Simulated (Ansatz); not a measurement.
hcp Hf, treated with r²SCAN-D4 (Ansatz, a program for electronic structure, plane waves, PAW).

Settings: plane-wave cutoff 560 eV, 18×18×12 k mesh (along the axes of the cell as run), Fermi–Dirac smearing 0.05 eV, scalar-relativistic PAW data made under PBE.

Results at a series of volumes:

```tsv
V (Å³/atom)	E − E_lowest (meV/atom)	P (GPa)
21.372	13.17	4.86
21.817	3.22	2.33
22.262	0.00	0.02
22.708	2.95	-2.11
23.153	11.57	-4.06
```

**Question.** Estimate the bulk modulus from the pressures at 21.817 and 22.708 Å³/atom, and compare it with a fit to all energies.

**Answer.** B = −V dP/dV. Between V = 21.817 and 22.708 Å³/atom, dP/dV = (-2.11 − (2.33))/(22.708 − 21.817) = -4.98 GPa per Å³/atom; at the midpoint 22.262 Å³/atom this gives B ≈ 111 GPa. The third-order Birch–Murnaghan fit gives V0 = 22.265 Å³/atom, B0 = 111 GPa, B′ = 3.3, which lies within 1 % of that estimate.

Shape and atoms are relaxed at each volume.

Measured, for comparison: bulk modulus 110 GPa (zero-point energy and finite temperature contributions removed; as tabulated in doi:10.1021/acs.jctc.3c00612). Computed (rounded) less measured: bulk modulus +0.9 %.

Note: the bulk modulus comes from volumes at which shape and atoms were relaxed.

Spin–orbit coupling is not included.

Static lattice: no zero-point or thermal effects.

It cost very roughly 8 core-minutes of CPU time.
